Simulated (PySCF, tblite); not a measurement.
# CH₂F₂: bond homolysis, part 2 of 3

tblite 0.8.0 and PySCF 2.14.0. Atoms count from 0. The steps go on from the part before.

## 15. Harmonic vibrations (CHF₂ radical): PBE0-D3(BJ)/def2-SVP

The job: settings as JSON, then the geometry in Å.

```
{"job": {"xc": "PBE0", "basis": "def2-SVP", "d3": "d3bj", "grid": 2, "kind": "hessian"}, "charge": 0, "multiplicity": 2}
F     -1.069888    -0.729409    -0.053556
C      0.006418     0.029734    -0.079760
F      1.111993    -0.686305    -0.101077
H     -0.025891     0.834415    -0.830194
```

Log:

```text
coarse grid: 3880 points
cycle   1  E = -237.8034181275  dE =  3.382e-01  |g| = 4.255e-01  |ddm| = 1.492e+00
cycle   2  E = -237.7436098681  dE =  5.981e-02  |g| = 6.082e-01  |ddm| = 6.170e-01
cycle   3  E = -237.8666733532  dE = -1.231e-01  |g| = 2.886e-02  |ddm| = 3.681e-01
cycle   4  E = -237.8670042866  dE = -3.309e-04  |g| = 6.964e-03  |ddm| = 2.248e-02
cycle   5  E = -237.8670399411  dE = -3.565e-05  |g| = 2.500e-03  |ddm| = 1.304e-02
cycle   6  E = -237.8670443909  dE = -4.450e-06  |g| = 7.129e-04  |ddm| = 3.276e-03
final grid: 39792 points
cycle   7  E = -237.8986502219  dE = -1.351e-05  |g| = 2.322e-03  |ddm| = 5.052e-03
cycle   8  E = -237.8986487202  dE =  1.502e-06  |g| = 3.215e-03  |ddm| = 3.282e-03
cycle   9  E = -237.8986521502  dE = -3.430e-06  |g| = 1.071e-04  |ddm| = 1.857e-03
cycle  10  E = -237.8986521585  dE = -8.362e-09  |g| = 4.999e-05  |ddm| = 1.490e-04
cycle  11  E = -237.8986521606  dE = -2.017e-09  |g| = 1.814e-05  |ddm| = 9.218e-05
cycle  12  E = -237.8986521609  dE = -3.096e-10  |g| = 3.396e-06  |ddm| = 3.426e-05
cycle  13  E = -237.8986521609  dE = -9.493e-12  |g| = 1.052e-06  |ddm| = 7.496e-06
converged SCF energy = -237.8986521609

mode    cm-1
  1     562.2
  2     997.3
  3    1228.3
  4    1241.7
  5    1383.9
  6    3145.2
ZPE 51.192  H(298)-E 61.781  G(298)-E -14.475 kJ/mol  S 255.76 J/(mol K)
```

Run time: 14 s. Hardware: 1 thread of Arm Neoverse V1, shared host; peak memory 0.65 GiB.

Zero-point energy 51.19 kJ/mol (xTB gave 46.58).

## 16. Single point (CHF2 radical): M06-2X/def2-TZVP

Geometry: PBE0-D3(BJ)/def2-SVP.

The job: settings as JSON, then the geometry in Å.

```
{"job": {"kind": "sp", "xc": "M06-2X", "basis": "def2-TZVP", "grid": 3}, "charge": 0, "multiplicity": 2}
F     -1.069888    -0.729409    -0.053556
C      0.006418     0.029734    -0.079760
F      1.111993    -0.686305    -0.101077
H     -0.025891     0.834415    -0.830194
```

Log:

```text
coarse grid: 18256 points
cycle   1  E = -238.2652034253  dE =  3.827e-01  |g| = 4.282e-01  |ddm| = 1.219e+00
cycle   2  E = -238.2581914047  dE =  7.012e-03  |g| = 5.020e-01  |ddm| = 4.724e-01
cycle   3  E = -238.3335900525  dE = -7.540e-02  |g| = 3.925e-02  |ddm| = 1.980e-01
cycle   4  E = -238.3343253497  dE = -7.353e-04  |g| = 1.378e-02  |ddm| = 3.093e-02
cycle   5  E = -238.3345276885  dE = -2.023e-04  |g| = 4.454e-03  |ddm| = 2.719e-02
cycle   6  E = -238.3345577182  dE = -3.003e-05  |g| = 1.431e-03  |ddm| = 8.854e-03
cycle   7  E = -238.3345607808  dE = -3.063e-06  |g| = 3.132e-04  |ddm| = 3.022e-03
final grid: 52456 points
cycle   8  E = -238.3348690732  dE = -5.959e-06  |g| = 8.995e-04  |ddm| = 4.433e-03
cycle   9  E = -238.3348693547  dE = -2.816e-07  |g| = 6.267e-04  |ddm| = 7.917e-04
cycle  10  E = -238.3348694641  dE = -1.093e-07  |g| = 2.097e-04  |ddm| = 3.370e-04
cycle  11  E = -238.3348694870  dE = -2.289e-08  |g| = 6.519e-05  |ddm| = 1.926e-04
cycle  12  E = -238.3348694900  dE = -3.070e-09  |g| = 1.891e-05  |ddm| = 5.819e-05
converged SCF energy = -238.3348694900
```

Wall time 5.5 s (1 thread of Arm Neoverse V1, shared host); peak memory 0.4 GiB.

## 17. Bond homolysis: M06-2X/def2-TZVP

This step combines the energies above: geometries from PBE0-D3(BJ)/def2-SVP, zero-point and thermal terms from PBE0-D3(BJ)/def2-SVP.

The job: settings as JSON, then the geometry in Å.

```
{"job": {"kind": "bd", "cap": 8, "geom": {"xc": "PBE0", "basis": "def2-SVP", "d3": "d3bj", "grid": 1}, "hess": 1, "level": {"xc": "M06-2X", "basis": "def2-TZVP", "grid": 3}}, "charge": 0, "multiplicity": 1}
F     -1.081210    -0.728732    -0.071616
C      0.002471     0.063385     0.001114
F      1.110160    -0.688056    -0.120308
H      0.015103     0.565683     0.984590
H     -0.029258     0.792292    -0.828069
```

Output (the driver's rows laid out field by field):

```text
homolysis bond by bond, M06-2X/def2-TZVP // PBE0-D3(BJ)/def2-SVP

row 1
  atoms                   0 1
  elements                F C
  length                  1.3443
  fragments               formula F, charge 0, multiplicity 2, smiles [F], kept yes, pieces 1; formula CH2F, charge 0, multiplicity 2, smiles [CH2]F, kept yes, pieces 1, point_group Cs, largest_spin C 0.981
  electronic              517.75
  zero_kelvin             495.93
  enthalpy                502.02
  free_energy             457.3

row 2
  atoms                   1 3
  elements                C H
  length                  1.1044
  fragments               formula CHF2, charge 0, multiplicity 2, smiles F[CH]F, kept yes, pieces 1, point_group Cs, largest_spin C 0.868; formula H, charge 0, multiplicity 2, smiles [H], kept yes, pieces 1
  electronic              447.33
  zero_kelvin             411.44
  enthalpy                417.6
  free_energy             380.55
```

Run time: 57 s. Hardware: 1 thread of Arm Neoverse V1, shared host; peak memory 0.4 GiB.

Some single points behind these values are not shown above.

Dissociation energies (kJ/mol, gas phase, 298 K for the thermal columns):

| bond | fragments | electronic | enthalpy | free energy |
| --- | --- | --- | --- | --- |
| F0–C1 | [F] + [CH2]F | 517.8 | 502.0 | 457.3 |
| C1–H3 | F[CH]F + [H] | 447.3 | 417.6 | 380.6 |

## 18. Single point (CH2F2): wavefunction

Geometry: PBE0-D3(BJ)/def2-SVP.

The job: settings as JSON, then the geometry in Å.

```
{"job": {"kind": "sp", "xc": "CCSD(T)", "basis": "ma-def2-TZVP", "grid": 2}, "charge": 0, "multiplicity": 1}
F     -1.081210    -0.728732    -0.071616
C      0.002471     0.063385     0.001114
F      1.110160    -0.688056    -0.120308
H      0.015103     0.565683     0.984590
H     -0.029258     0.792292    -0.828069
```

With the program's defaults for keys left out, this is: wavefunction single point, frozen core, gas phase.

Log:

```text
final grid: 45160 points
cycle   1  E = -237.9133711449  dE =  3.115e-01  |g| = 6.962e-01  |ddm| = 1.349e+00
cycle   2  E = -237.9823787267  dE = -6.901e-02  |g| = 4.180e-01  |ddm| = 5.188e-01
cycle   3  E = -238.0078007574  dE = -2.542e-02  |g| = 4.716e-02  |ddm| = 1.639e-01
cycle   4  E = -238.0083905137  dE = -5.898e-04  |g| = 1.502e-02  |ddm| = 4.241e-02
cycle   5  E = -238.0084641101  dE = -7.360e-05  |g| = 3.111e-03  |ddm| = 1.592e-02
cycle   6  E = -238.0084696324  dE = -5.522e-06  |g| = 7.383e-04  |ddm| = 5.009e-03
cycle   7  E = -238.0084699124  dE = -2.800e-07  |g| = 1.320e-04  |ddm| = 1.045e-03
cycle   8  E = -238.0084699223  dE = -9.915e-09  |g| = 2.398e-05  |ddm| = 1.770e-04
converged SCF energy = -238.0084699223
E(HF, exact integrals) = -238.0085407367
E(MP2) = -238.6731373475
E(CCSD) = -238.6856722319
E(CCSD(T)) = -238.7057429923
T1 diagnostic = 0.0114
```

Wall time 74 s (1 thread of Arm Neoverse V1, shared host); peak memory 1.2 GiB.

## 19. Single point (F radical): wavefunction

Geometry: atom.

The job: settings as JSON, then the geometry in Å.

```
{"job": {"kind": "sp", "xc": "CCSD(T)", "basis": "ma-def2-TZVP", "grid": 2}, "charge": 0, "multiplicity": 2}
F      0.000000     0.000000     0.000000
```

Method: wavefunction single point, frozen core, gas phase.

Log:

```text
final grid: 11608 points
cycle   1  E = -99.4001503268  dE = -3.410e-01  |g| = 1.903e-01  |ddm| = 4.710e-01
cycle   2  E = -99.4105364678  dE = -1.039e-02  |g| = 7.015e-02  |ddm| = 7.757e-02
cycle   3  E = -99.4117783379  dE = -1.242e-03  |g| = 2.018e-02  |ddm| = 2.985e-02
cycle   4  E = -99.4119795980  dE = -2.013e-04  |g| = 5.347e-03  |ddm| = 1.134e-02
cycle   5  E = -99.4120060132  dE = -2.642e-05  |g| = 1.412e-03  |ddm| = 5.349e-03
cycle   6  E = -99.4120080503  dE = -2.037e-06  |g| = 2.498e-04  |ddm| = 1.710e-03
cycle   7  E = -99.4120081170  dE = -6.667e-08  |g| = 3.928e-05  |ddm| = 2.965e-04
cycle   8  E = -99.4120081181  dE = -1.062e-09  |g| = 2.121e-06  |ddm| = 3.843e-05
converged SCF energy = -99.4120081181
E(HF, exact integrals) = -99.4120134058
E(MP2) = -99.6102395008
E(CCSD) = -99.6222327077
E(CCSD(T)) = -99.6257245273
T1 diagnostic = 0.0102
```

Run time: 0.71 s. Hardware: 1 thread of Arm Neoverse V1, shared host; peak memory 0.51 GiB.

## 20. Single point (CH₂F radical): wavefunction

Geometry: PBE0-D3(BJ)/def2-SVP.

The job: settings as JSON, then the geometry in Å.

```
{"job": {"kind": "sp", "xc": "CCSD(T)", "basis": "ma-def2-TZVP", "grid": 2}, "charge": 0, "multiplicity": 2}
C      0.138475     0.143315    -0.002271
F      1.256470    -0.554306    -0.138111
H     -0.102460     0.449620     1.018964
H     -0.173207     0.705193    -0.886297
```

With the program's defaults for keys left out, this is: wavefunction single point, frozen core, gas phase.

Log:

```text
final grid: 33560 points
cycle   1  E = -138.4084503675  dE =  3.533e-02  |g| = 3.383e-01  |ddm| = 9.216e-01
cycle   2  E = -138.4543715088  dE = -4.592e-02  |g| = 1.906e-01  |ddm| = 2.853e-01
cycle   3  E = -138.4664750435  dE = -1.210e-02  |g| = 4.210e-02  |ddm| = 8.371e-02
cycle   4  E = -138.4679619743  dE = -1.487e-03  |g| = 1.677e-02  |ddm| = 4.184e-02
cycle   5  E = -138.4683472761  dE = -3.853e-04  |g| = 7.612e-03  |ddm| = 2.421e-02
cycle   6  E = -138.4684657649  dE = -1.185e-04  |g| = 2.537e-03  |ddm| = 1.763e-02
cycle   7  E = -138.4684779139  dE = -1.215e-05  |g| = 8.087e-04  |ddm| = 5.621e-03
cycle   8  E = -138.4684790352  dE = -1.121e-06  |g| = 2.337e-04  |ddm| = 1.706e-03
cycle   9  E = -138.4684791264  dE = -9.122e-08  |g| = 7.114e-05  |ddm| = 5.505e-04
cycle  10  E = -138.4684791345  dE = -8.100e-09  |g| = 2.551e-05  |ddm| = 1.579e-04
converged SCF energy = -138.4684791345
E(HF, exact integrals) = -138.4685148196
E(MP2) = -138.8594592592
E(CCSD) = -138.8765235423
E(CCSD(T)) = -138.8884782636
T1 diagnostic = 0.0213
```

Wall time 46 s (1 thread of Arm Neoverse V1, shared host); peak memory 2.1 GiB.

## 21. Single point (CHF₂ radical): wavefunction

Geometry: PBE0-D3(BJ)/def2-SVP.

The job: settings as JSON, then the geometry in Å.

```
{"job": {"kind": "sp", "xc": "CCSD(T)", "basis": "ma-def2-TZVP", "grid": 2}, "charge": 0, "multiplicity": 2}
F     -1.069888    -0.729409    -0.053556
C      0.006418     0.029734    -0.079760
F      1.111993    -0.686305    -0.101077
H     -0.025891     0.834415    -0.830194
```

Method: wavefunction single point, frozen core, gas phase.

Log:

```text
final grid: 39792 points
cycle   1  E = -237.2642499473  dE =  3.588e-01  |g| = 4.855e-01  |ddm| = 1.112e+00
cycle   2  E = -237.3459831921  dE = -8.173e-02  |g| = 2.819e-01  |ddm| = 4.600e-01
cycle   3  E = -237.3715711716  dE = -2.559e-02  |g| = 5.269e-02  |ddm| = 1.261e-01
cycle   4  E = -237.3739794718  dE = -2.408e-03  |g| = 2.077e-02  |ddm| = 6.896e-02
cycle   5  E = -237.3746014089  dE = -6.219e-04  |g| = 8.194e-03  |ddm| = 4.427e-02
cycle   6  E = -237.3747333454  dE = -1.319e-04  |g| = 3.217e-03  |ddm| = 2.192e-02
cycle   7  E = -237.3747531763  dE = -1.983e-05  |g| = 1.017e-03  |ddm| = 8.064e-03
cycle   8  E = -237.3747548494  dE = -1.673e-06  |g| = 3.192e-04  |ddm| = 1.995e-03
cycle   9  E = -237.3747550132  dE = -1.637e-07  |g| = 1.000e-04  |ddm| = 6.734e-04
cycle  10  E = -237.3747550298  dE = -1.658e-08  |g| = 3.120e-05  |ddm| = 2.210e-04
cycle  11  E = -237.3747550315  dE = -1.705e-09  |g| = 1.129e-05  |ddm| = 7.470e-05
converged SCF energy = -237.3747550315
E(HF, exact integrals) = -237.3748407861
E(MP2) = -238.0066881038
E(CCSD) = -238.0176872291
E(CCSD(T)) = -238.0373630874
T1 diagnostic = 0.0218
```

Run time: 5.4 min. Hardware: 1 thread of Arm Neoverse V1, shared host; peak memory 6.1 GiB.

## 22. Bond homolysis: CCSD(T)/ma-def2-TZVP

This step combines the energies above: geometries from PBE0-D3(BJ)/def2-SVP, zero-point and thermal terms from PBE0-D3(BJ)/def2-SVP.

The job: settings as JSON, then the geometry in Å.

```
{"job": {"kind": "bd", "cap": 8, "geom": {"xc": "PBE0", "basis": "def2-SVP", "d3": "d3bj", "grid": 1}, "hess": 1, "level": {"xc": "CCSD(T)", "basis": "ma-def2-TZVP"}}, "charge": 0, "multiplicity": 1}
F     -1.081210    -0.728732    -0.071616
C      0.002471     0.063385     0.001114
F      1.110160    -0.688056    -0.120308
H      0.015103     0.565683     0.984590
H     -0.029258     0.792292    -0.828069
```

Output (the driver's rows laid out field by field):

```text
homolysis bond by bond, CCSD(T)/ma-def2-TZVP // PBE0-D3(BJ)/def2-SVP

row 1
  atoms                   0 1
  elements                F C
  length                  1.3443
  fragments               formula F, charge 0, multiplicity 2, smiles [F], kept yes, pieces 1; formula CH2F, charge 0, multiplicity 2, smiles [CH2]F, kept yes, pieces 1, point_group Cs, largest_spin C 1.052
  electronic              502.89
  zero_kelvin             481.07
  enthalpy                487.16
  free_energy             442.44

row 2
  atoms                   1 3
  elements                C H
  length                  1.1044
  fragments               formula CHF2, charge 0, multiplicity 2, smiles F[CH]F, kept yes, pieces 1, point_group Cs, largest_spin C 0.923; formula H, charge 0, multiplicity 2, smiles [H], kept yes, pieces 1
  electronic              442.58
  zero_kelvin             406.68
  enthalpy                412.85
  free_energy             375.8
```

It took 7.4 min on 1 thread of Arm Neoverse V1, shared host.

Some single points behind these values are not shown above.

Dissociation energies (kJ/mol, gas phase, 298 K for the thermal columns):

| bond | fragments | electronic | enthalpy | free energy |
| --- | --- | --- | --- | --- |
| F0–C1 | [F] + [CH2]F | 502.9 | 487.2 | 442.4 |
| C1–H3 | F[CH]F + [H] | 442.6 | 412.9 | 375.8 |

## 23. Single point (CH2F2): wavefunction

Geometry: PBE0-D3(BJ)/def2-SVP.

The job: settings as JSON, then the geometry in Å.

```
{"job": {"kind": "sp", "xc": "MP2", "basis": "ma-def2-TZVP", "grid": 2}, "charge": 0, "multiplicity": 1}
F     -1.081210    -0.728732    -0.071616
C      0.002471     0.063385     0.001114
F      1.110160    -0.688056    -0.120308
H      0.015103     0.565683     0.984590
H     -0.029258     0.792292    -0.828069
```

Method: wavefunction single point, frozen core, gas phase.

Log:

```text
final grid: 45160 points
cycle   1  E = -237.9133711449  dE =  3.115e-01  |g| = 6.962e-01  |ddm| = 1.349e+00
cycle   2  E = -237.9823787267  dE = -6.901e-02  |g| = 4.180e-01  |ddm| = 5.188e-01
cycle   3  E = -238.0078007574  dE = -2.542e-02  |g| = 4.716e-02  |ddm| = 1.639e-01
cycle   4  E = -238.0083905137  dE = -5.898e-04  |g| = 1.502e-02  |ddm| = 4.241e-02
cycle   5  E = -238.0084641101  dE = -7.360e-05  |g| = 3.111e-03  |ddm| = 1.592e-02
cycle   6  E = -238.0084696324  dE = -5.522e-06  |g| = 7.383e-04  |ddm| = 5.009e-03
cycle   7  E = -238.0084699124  dE = -2.800e-07  |g| = 1.320e-04  |ddm| = 1.045e-03
cycle   8  E = -238.0084699223  dE = -9.915e-09  |g| = 2.398e-05  |ddm| = 1.770e-04
converged SCF energy = -238.0084699223
E(HF, exact integrals) = -238.0085407367
E(MP2) = -238.6731369878
```

Run time: 2.5 s. Hardware: 1 thread of Arm Neoverse V1, shared host; peak memory 0.51 GiB.

## 24. Single point (F radical): wavefunction

Geometry: atom.

The job: settings as JSON, then the geometry in Å.

```
{"job": {"kind": "sp", "xc": "MP2", "basis": "ma-def2-TZVP", "grid": 2}, "charge": 0, "multiplicity": 2}
F      0.000000     0.000000     0.000000
```

Method: wavefunction single point, frozen core, gas phase.

Log:

```text
final grid: 11608 points
cycle   1  E = -99.4001503268  dE = -3.410e-01  |g| = 1.903e-01  |ddm| = 4.710e-01
cycle   2  E = -99.4105364678  dE = -1.039e-02  |g| = 7.015e-02  |ddm| = 7.757e-02
cycle   3  E = -99.4117783379  dE = -1.242e-03  |g| = 2.018e-02  |ddm| = 2.985e-02
cycle   4  E = -99.4119795980  dE = -2.013e-04  |g| = 5.347e-03  |ddm| = 1.134e-02
cycle   5  E = -99.4120060132  dE = -2.642e-05  |g| = 1.412e-03  |ddm| = 5.349e-03
cycle   6  E = -99.4120080503  dE = -2.037e-06  |g| = 2.498e-04  |ddm| = 1.710e-03
cycle   7  E = -99.4120081170  dE = -6.667e-08  |g| = 3.928e-05  |ddm| = 2.965e-04
cycle   8  E = -99.4120081181  dE = -1.062e-09  |g| = 2.121e-06  |ddm| = 3.843e-05
converged SCF energy = -99.4120081181
E(HF, exact integrals) = -99.4120134058
E(MP2) = -99.6102395013
```

Wall time 0.09 s (1 thread of Arm Neoverse V1, shared host).

## 25. Single point (CH2F radical): wavefunction

Geometry: PBE0-D3(BJ)/def2-SVP.

The job: settings as JSON, then the geometry in Å.

```
{"job": {"kind": "sp", "xc": "MP2", "basis": "ma-def2-TZVP", "grid": 2}, "charge": 0, "multiplicity": 2}
C      0.138475     0.143315    -0.002271
F      1.256470    -0.554306    -0.138111
H     -0.102460     0.449620     1.018964
H     -0.173207     0.705193    -0.886297
```

Level: wavefunction single point, frozen core, gas phase.

Log:

```text
final grid: 33560 points
cycle   1  E = -138.4084503675  dE =  3.533e-02  |g| = 3.383e-01  |ddm| = 9.216e-01
cycle   2  E = -138.4543715088  dE = -4.592e-02  |g| = 1.906e-01  |ddm| = 2.853e-01
cycle   3  E = -138.4664750435  dE = -1.210e-02  |g| = 4.210e-02  |ddm| = 8.371e-02
cycle   4  E = -138.4679619743  dE = -1.487e-03  |g| = 1.677e-02  |ddm| = 4.184e-02
cycle   5  E = -138.4683472761  dE = -3.853e-04  |g| = 7.612e-03  |ddm| = 2.421e-02
cycle   6  E = -138.4684657649  dE = -1.185e-04  |g| = 2.537e-03  |ddm| = 1.763e-02
cycle   7  E = -138.4684779139  dE = -1.215e-05  |g| = 8.087e-04  |ddm| = 5.621e-03
cycle   8  E = -138.4684790352  dE = -1.121e-06  |g| = 2.337e-04  |ddm| = 1.706e-03
cycle   9  E = -138.4684791264  dE = -9.122e-08  |g| = 7.114e-05  |ddm| = 5.505e-04
cycle  10  E = -138.4684791345  dE = -8.100e-09  |g| = 2.551e-05  |ddm| = 1.579e-04
converged SCF energy = -138.4684791345
E(HF, exact integrals) = -138.4685148196
E(MP2) = -138.8594591216
```

Run time: 1.2 s. Hardware: 1 thread of Arm Neoverse V1, shared host.

## 26. Single point (CHF₂ radical): wavefunction

Geometry: PBE0-D3(BJ)/def2-SVP.

The job: settings as JSON, then the geometry in Å.

```
{"job": {"kind": "sp", "xc": "MP2", "basis": "ma-def2-TZVP", "grid": 2}, "charge": 0, "multiplicity": 2}
F     -1.069888    -0.729409    -0.053556
C      0.006418     0.029734    -0.079760
F      1.111993    -0.686305    -0.101077
H     -0.025891     0.834415    -0.830194
```

Level: wavefunction single point, frozen core, gas phase.

Log:

```text
final grid: 39792 points
cycle   1  E = -237.2642499473  dE =  3.588e-01  |g| = 4.855e-01  |ddm| = 1.112e+00
cycle   2  E = -237.3459831921  dE = -8.173e-02  |g| = 2.819e-01  |ddm| = 4.600e-01
cycle   3  E = -237.3715711716  dE = -2.559e-02  |g| = 5.269e-02  |ddm| = 1.261e-01
cycle   4  E = -237.3739794718  dE = -2.408e-03  |g| = 2.077e-02  |ddm| = 6.896e-02
cycle   5  E = -237.3746014089  dE = -6.219e-04  |g| = 8.194e-03  |ddm| = 4.427e-02
cycle   6  E = -237.3747333454  dE = -1.319e-04  |g| = 3.217e-03  |ddm| = 2.192e-02
cycle   7  E = -237.3747531763  dE = -1.983e-05  |g| = 1.017e-03  |ddm| = 8.064e-03
cycle   8  E = -237.3747548494  dE = -1.673e-06  |g| = 3.192e-04  |ddm| = 1.995e-03
cycle   9  E = -237.3747550132  dE = -1.637e-07  |g| = 1.000e-04  |ddm| = 6.734e-04
cycle  10  E = -237.3747550298  dE = -1.658e-08  |g| = 3.120e-05  |ddm| = 2.210e-04
cycle  11  E = -237.3747550315  dE = -1.705e-09  |g| = 1.129e-05  |ddm| = 7.470e-05
converged SCF energy = -237.3747550315
E(HF, exact integrals) = -237.3748407861
E(MP2) = -238.0066877345
```

Run time: 4 s. Hardware: 1 thread of Arm Neoverse V1, shared host; peak memory 0.48 GiB.

## 27. Bond homolysis: MP2/ma-def2-TZVP

This step combines the energies above: geometries from PBE0-D3(BJ)/def2-SVP, zero-point and thermal terms from PBE0-D3(BJ)/def2-SVP.

The job: settings as JSON, then the geometry in Å.

```
{"job": {"kind": "bd", "cap": 8, "geom": {"xc": "PBE0", "basis": "def2-SVP", "d3": "d3bj", "grid": 1}, "hess": 1, "level": {"xc": "MP2", "basis": "ma-def2-TZVP"}}, "charge": 0, "multiplicity": 1}
F     -1.081210    -0.728732    -0.071616
C      0.002471     0.063385     0.001114
F      1.110160    -0.688056    -0.120308
H      0.015103     0.565683     0.984590
H     -0.029258     0.792292    -0.828069
```

Output (the driver's rows laid out field by field):

```text
homolysis bond by bond, MP2/ma-def2-TZVP // PBE0-D3(BJ)/def2-SVP

row 1
  atoms                   0 1
  elements                F C
  length                  1.3443
  fragments               formula F, charge 0, multiplicity 2, smiles [F], kept yes, pieces 1; formula CH2F, charge 0, multiplicity 2, smiles [CH2]F, kept yes, pieces 1, point_group Cs, largest_spin C 1.052
  electronic              534.13
  zero_kelvin             512.31
  enthalpy                518.4
  free_energy             473.68

row 2
  atoms                   1 3
  elements                C H
  length                  1.1044
  fragments               formula CHF2, charge 0, multiplicity 2, smiles F[CH]F, kept yes, pieces 1, point_group Cs, largest_spin C 0.923; formula H, charge 0, multiplicity 2, smiles [H], kept yes, pieces 1
  electronic              437.51
  zero_kelvin             401.62
  enthalpy                407.78
  free_energy             370.73
```

It took 8.1 s on 1 thread of Arm Neoverse V1, shared host.

Some single points behind these values are not shown above.

Dissociation energies (kJ/mol, gas phase, 298 K for the thermal columns):

| bond | fragments | electronic | enthalpy | free energy |
| --- | --- | --- | --- | --- |
| F0–C1 | [F] + [CH2]F | 534.1 | 518.4 | 473.7 |
| C1–H3 | F[CH]F + [H] | 437.5 | 407.8 | 370.7 |

## 28. Single point (CH2F2): HF/ma-def2-TZVP

Geometry: PBE0-D3(BJ)/def2-SVP.

The job: settings as JSON, then the geometry in Å.

```
{"job": {"kind": "sp", "xc": "HF", "basis": "ma-def2-TZVP", "grid": 2}, "charge": 0, "multiplicity": 1}
F     -1.081210    -0.728732    -0.071616
C      0.002471     0.063385     0.001114
F      1.110160    -0.688056    -0.120308
H      0.015103     0.565683     0.984590
H     -0.029258     0.792292    -0.828069
```

Log:

```text
final grid: 45160 points
cycle   1  E = -237.9133711449  dE =  3.115e-01  |g| = 6.962e-01  |ddm| = 1.349e+00
cycle   2  E = -237.9823787267  dE = -6.901e-02  |g| = 4.180e-01  |ddm| = 5.188e-01
cycle   3  E = -238.0078007574  dE = -2.542e-02  |g| = 4.716e-02  |ddm| = 1.639e-01
cycle   4  E = -238.0083905137  dE = -5.898e-04  |g| = 1.502e-02  |ddm| = 4.241e-02
cycle   5  E = -238.0084641101  dE = -7.360e-05  |g| = 3.111e-03  |ddm| = 1.592e-02
cycle   6  E = -238.0084696324  dE = -5.522e-06  |g| = 7.383e-04  |ddm| = 5.009e-03
cycle   7  E = -238.0084699124  dE = -2.800e-07  |g| = 1.320e-04  |ddm| = 1.045e-03
cycle   8  E = -238.0084699223  dE = -9.915e-09  |g| = 2.398e-05  |ddm| = 1.770e-04
converged SCF energy = -238.0084699223
```

Wall time 0.37 s (1 thread of Arm Neoverse V1, shared host).

[end of part 2 of 3]
